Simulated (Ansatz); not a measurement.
Relaxation of C2H6N2O (11 atoms, charge 0, multiplicity 1), to a largest force component of 0.02 eV/Å in at most 40 steps.

Method: RKS PBE-D4/STO-3G (Ansatz).

```xyz
11
Properties=species:S:1:pos:R:3
N -0.152 1.429 0.919
C 0.401 0.223 0.563
N -0.647 -0.706 0.115
C 0.392 -1.089 -0.931
O 0.873 0.213 -0.808
H -0.963 1.386 1.567
H -0.525 1.968 0.096
H 1.180 -0.141 1.271
H -1.387 -0.179 -0.233
H 1.036 -1.887 -0.653
H -0.143 -1.274 -1.886
```

Task: Where does it end, and by what steps?

Result: The run converged. Limits of this set-up: minimal basis. After 9 steps the energy has fallen by 2.303 eV; H6 moved furthest, 0.50 Å. The start is strongly strained (largest force component 9 eV/Å).

```csv
step,energy less start (eV),largest force component (eV/Å),accepted
0,0.0000,8.701,yes
1,-2.0232,1.889,yes
2,-2.2437,0.879,yes
3,-2.2796,0.499,yes
4,-2.2972,0.268,yes
5,-2.3025,0.080,yes
6,-2.3030,0.038,yes
7,-2.3030,0.036,yes
8,-2.3030,0.038,no
9,-2.3031,0.008,yes
```

```xyz
11
Properties=species:S:1:pos:R:3
N -0.104 1.654 0.806
C 0.360 0.260 0.578
N -0.635 -0.916 0.176
C 0.365 -1.113 -1.001
O 1.128 0.146 -0.708
H -0.591 1.655 1.754
H -0.889 1.842 0.108
H 0.951 -0.051 1.485
H -1.429 -0.357 -0.307
H 0.980 -2.037 -0.836
H -0.070 -1.140 -2.034
```

Time of the run: 15 s on 1 thread of Arm Neoverse V2, on a shared host, peak memory 0.11 GiB.
